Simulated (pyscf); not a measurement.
**Four-centre exchange: F–SiH₂–F + water (H₂O) → hydrogen fluoride (HF) + HO–SiH₂–F**

Gas phase, singlet surface, charge 0. Bonds broken: F1–Si2, O6–H7. Bonds formed: F1–H7, Si2–O6. Structures and frequencies: ωB97X-D3(BJ)/def2-SVP in PySCF. Correlated levels are frozen-core, on RHF or UHF. ΔMP2 is the change of the MP2 total energy from the triple- to the quadruple-zeta basis.

Transition state (Å):

```xyz
8

F     -1.5889    -0.9743    -0.0984
Si    -0.0418     0.1798    -0.2100
F      1.3023     1.0427     0.2043
H     -0.8992     1.2334    -0.7820
H      0.6019    -0.8881    -1.0040
O     -0.4193    -0.2006     1.5300
H     -1.1979    -0.8813     1.0658
H      0.2799    -0.4628     2.1426
```

One imaginary mode, 732i cm⁻¹; descent along it reached the two sides named, in the forms told below.

| bond | change | reactant side (Å) | saddle | product side |
|---|---|---|---|---|
| F1–Si2 | breaks | 1.624 | 1.933 | 2.9 |
| O6–H7 | breaks | 0.966 | 1.134 | 1.753 |
| F1–H7 | forms | 2.351 | 1.232 | 0.938 |
| Si2–O6 | forms | 2.8 | 1.821 | 1.680 |

Electronic energies relative to the separated reactants (kJ/mol):

| level | barrier | reaction energy | reverse barrier |
|---|---|---|---|
| ωB97X-D3(BJ)/def2-TZVP | 85.5 | +37.6 | 47.9 |
| PBE/def2-TZVP | 71.3 | +39.5 | 31.9 |
| r²SCAN/def2-TZVP | 76.1 | +40.4 | 35.7 |
| B3LYP-D3(BJ)/def2-TZVP | 88.5 | +39.7 | 48.8 |
| PBE0-D3(BJ)/def2-TZVP | 77.1 | +36.5 | 40.6 |
| M06-2X/def2-TZVP | 83.0 | +36.8 | 46.2 |
| ωB97M-D3(BJ)/def2-TZVP | 85.3 | +38.8 | 46.4 |
| HF/def2-TZVP | 154.6 | +42.1 | 112.5 |
| MP2/def2-QZVPP | 95.7 | +37.7 | 58.0 |
| CCSD/def2-TZVPP | 107.9 | +38.3 | 69.6 |
| CCSD(T)/def2-TZVPP | 98.6 | +37.6 | 61.0 |
| CCSD(T)/def2-TZVPP + ΔMP2(QZVPP) | 100.1 | +38.6 | 61.4 |

With CCSD(T)/def2-TZVPP + ΔMP2(QZVPP) energies and thermal terms (ideal gas, 1 atm, RRHO with modes under 100 cm⁻¹ raised to 100, one conformer, R ln 2 for rigid chiral ones), in kJ/mol:

```csv
T (K),ΔH‡,ΔG‡,ΔH,ΔG
298,96.0,139.7,+36.7,+35.5
600,96.1,184.2,+38.8,+33.5
900,98.5,227.7,+40.9,+30.4
1200,101.6,270.3,+42.7,+26.7
```

On the reactant side the descent ends in a complex (not fully relaxed), 17.6 kJ/mol under the separated species and 103.1 kJ/mol under the saddle at ωB97X-D3(BJ)/def2-TZVP. On the product side the descent ends in a complex, 26.3 kJ/mol under the separated species and 74.2 kJ/mol under the saddle at ωB97X-D3(BJ)/def2-TZVP. One saddle was located; it need not be the lowest between these sides. The CCSD(T) − MP2 part came from Ansatz, without density fitting, on the same reference.
